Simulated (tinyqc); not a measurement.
Worked calculation: UHF in the sto-6g basis, for H2O, spin multiplicity 1. One step of it, computed by the program tinyqc.

Question. Iteration 2: DIIS coefficients. Solve [B -1; -1 0][c; lambda] = [0; -1] for the coefficients, which sum to one.

B (overlaps of the stored error matrices):
```
               1              2
1  1.0369777e+00  4.2098023e-01
2  4.2098023e-01  2.6876597e-01
```

Give: DIIS coefficients.

Answer.

DIIS coefficients: -0.3282  1.3282
